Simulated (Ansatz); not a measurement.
# BSi₂+ (triplet): wave-function methods side by side, def2-QZVPP

One table from this session's results is given with a row withheld; the runs are named, their logs left out.

Computed with Ansatz 0.2.0, Gaussian basis. Level: def2-QZVPP, core rule «outside noble gas», up to 11 orbitals frozen.

Plan: UHF; ROHF; CCSD(T) on UHF.

## What is computed

The geometry is a PBE0/def2-TZVP stationary point (not a proven minimum) of the parent state, kept for this charge and spin.

3 atoms, charge 1, spin multiplicity 3.

Atoms are counted from 1 here; the program's logs count them from 0.

Bond lengths: Si1–B2 1.955 Å, B2–Si3 1.955 Å. Angles: Si1–B2–Si3 180.0°.

The first run:

File in.yaml:

```yaml
crystal:
  periodic: [false, false, false]
  atoms:
    - {symbol: Si, position_ang: [0.000000, 0.000000, 1.954501]}
    - {symbol: B, position_ang: [0.000000, 0.000000, 0.000000]}
    - {symbol: Si, position_ang: [0.000000, 0.000000, -1.954501]}
basis:
  gaussian: {orbitals: "def2-QZVPP.json"}
total_charge: 1
magnetization: {spin_polarized: true, initial_magnetization: 2}
hamiltonian: {xc: hf}
output: {orbitals: {seedname: orbitals}}
```

Command:

```
$ ansatz run in.yaml --threads 1 --pin off --events-out ev --progress --plain --max-ram 2393MiB
```

Among the steps run: UHF; ROHF; CCSD(T) on UHF.

One of the session's tables, all rows but one given; the rest of the session is left out.

It belongs to the step «Misses and costs». 

```
  method  from UCCSD(T) (meV)
    ROHF              +7623.2
     UHF              +7513.2
    UMP2                    ?
   UCCSD               +410.7
UCCSD(T)                    0
```

**Question.** Estimate the row for UMP2.

**Answer.** from UCCSD(T) (meV): +1460.2. In the column «from UCCSD(T) (meV)» it lies between UCCSD (+410.7) and UHF (+7513.2).
